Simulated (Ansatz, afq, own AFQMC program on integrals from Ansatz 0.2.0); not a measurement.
Two steps: Ansatz 0.2.0 writes the Fock matrix and Cholesky factors of the valence space, and afq projects on them the lowest state that overlaps trial and start.

```yaml
crystal:
  periodic: [false, false, false]
  atoms:
    - {symbol: Cl, position_ang: [0.000000, 0.000000, -1.294333]}
    - {symbol: H, position_ang: [0.000000, 0.000000, 0.274667]}
    - {symbol: H, position_ang: [0.000000, 0.000000, 1.019667]}
basis:
  gaussian: {orbitals: cc-pVTZ}
magnetization: {spin_polarized: true, initial_magnetization: 1}
correlation: {method: ccsd_t, electrons: outside_noble_gas, hamiltonian_folder: ham}
```

```sh
$ ansatz run in.yaml --threads 1 --pin off --events-out ev --progress --plain --max-ram 16896MiB --backend cuda --devices 0, --max-vram 18GiB
```

Options of the walk:

```
--method phaseless --trial hf --walkers 4000 --populations 20 --least-time 40 --time-step 0.005 --steps-per-block 20 --equilibration-blocks 112 --max-blocks 4000 --target-error 0.0009000 --factor-cut 1e-05 --start spin_pure --seed 5353 --taylor-order 6
```

Times are imaginary, in 1/Eh. The walk had a cap of 77 s. With eight or more populations the least sampling time is a fifth of least-time, and the error comes from their spread.

afq prints:

```
orbitals 57  electrons 5 4  factors 335 of 343
reference energy -460.58577665 Eh
CCSD correlation -0.23401057 Eh in 10 cycles, weight of the determinant in the CISD state 0.9094
energy of the start -460.586497 Eh
 block  time / (1/Eh)  mean weight  energy / Eh
     1     0.100  1.0012  -460.647014
     2     0.200  1.0016  -460.688639
     3     0.300  1.0016  -460.719212
     4     0.400  1.0014  -460.741778
     5     0.500  1.0012  -460.758268
     8     0.800  1.0005  -460.791636
    13     1.300  1.0002  -460.814783
    25     2.500  1.0002  -460.823307
    37     3.700  0.9998  -460.826552
    45     4.500  1.0004  -460.833428
    49     4.900  1.0000  -460.828192
    61     6.100  0.9996  -460.827413
    73     7.300  0.9999  -460.827374
    85     8.500  1.0001  -460.824730
    97     9.700  1.0001  -460.828777
   109    10.900  0.9998  -460.831808
   121    12.100  0.9996  -460.824458
   133    13.300  1.0001  -460.829770
   145    14.500  0.9997  -460.826513
   157    15.700  0.9996  -460.826800
   169    16.900  0.9998  -460.829629
   181    18.100  1.0000  -460.827469
   189    18.900  1.0001  -460.827336
error from the spread of 20 populations
energy -460.827795 +/- 0.000833 Eh
(rows thinned)
```

The run passed its tests (sampling time, drift between the halves within three errors, error under three times the target), which doesn't prove that it has relaxed.

Against this walk (error 22.7 meV) on the same determinant: CCSD(T) 12.8 meV higher (within the noise), CCSDT(Q) 14.4 meV lower (within the noise), a separate phaseless walk with a CISD trial and standard settings 5.1 ± 22.9 meV lower (within the noise). The error is statistical and leaves out the bias of the constraint.

Cautions: constraint bias not in the error.

The walk took 18 s on 1 × NVIDIA H100 80GB HBM3 with 2 threads of AMD EPYC 7R13 Processor (Zen 3), with other jobs on the host (the card was shared). The log's last line is the phaseless energy.

CCSDT and higher add their correlation energy to the determinant of the CCSD(T) run, since their own runs factorise the integrals more tightly (a shift of under 2 meV). A walk keeps the symmetry of its determinant, which the program's search chose and which needn't be the lowest solution, so a lower state of the same spin and another symmetry isn't excluded.
